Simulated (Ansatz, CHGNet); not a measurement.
Voigt–Reuss–Hill bulk modulus (GPa) of solids drawn from the class of elemental solids other than molecular ones, at two levels: the machine-learned potential CHGNet-r²SCAN (trained on r²SCAN data), and r²SCAN (plane waves, PAW; Ansatz, a quantum-chemistry and plane-wave program).

```json
[
 {"solid": "hcp Mg", "CHGNet-r²SCAN": "29.2", "r²SCAN": "39.6", "shift (%)": "+36"},
 {"solid": "hcp Zr", "CHGNet-r²SCAN": "88.9", "r²SCAN": "95.1", "shift (%)": "+7.0"},
 {"solid": "hcp Cd", "CHGNet-r²SCAN": "45.7", "r²SCAN": "48.6", "shift (%)": "+6.3"},
 {"solid": "hcp Os", "CHGNet-r²SCAN": "498", "r²SCAN": "428", "shift (%)": "-14.1"},
 {"solid": "hcp Y", "CHGNet-r²SCAN": "19.3", "r²SCAN": "40.7", "shift (%)": "+111"},
 {"solid": "hcp Tl", "CHGNet-r²SCAN": "24.3", "r²SCAN": "31.4", "shift (%)": "+29"},
 {"solid": "hcp Ti", "CHGNet-r²SCAN": "131", "r²SCAN": "117", "shift (%)": "-10.7"},
 {"solid": "hcp Be", "CHGNet-r²SCAN": "83.9", "r²SCAN": "125", "shift (%)": "+49"},
 {"solid": "hcp Sc", "CHGNet-r²SCAN": "53.4", "r²SCAN": "55.0", "shift (%)": "+3.0"}
]
```

The shifts run from -14.1 % to +111 %, with a median of +7.0 %.

Over all 9 rows r²SCAN is the larger in 7.

Ansatz's runs of these crystals have no spin polarisation. Meta-GGA and hybrid levels favour moments, which can bear on hcp Y, hcp Ti, hcp Sc.

Spin–orbit coupling is left out, also for the solids with elements from indium on (hcp Os, hcp Tl); its size isn't shown.

Each level is taken at its own relaxed cell. Ansatz's density-functional and Hartree–Fock values are scalar-relativistic unless marked +SOC, with PAW data made under PBE.
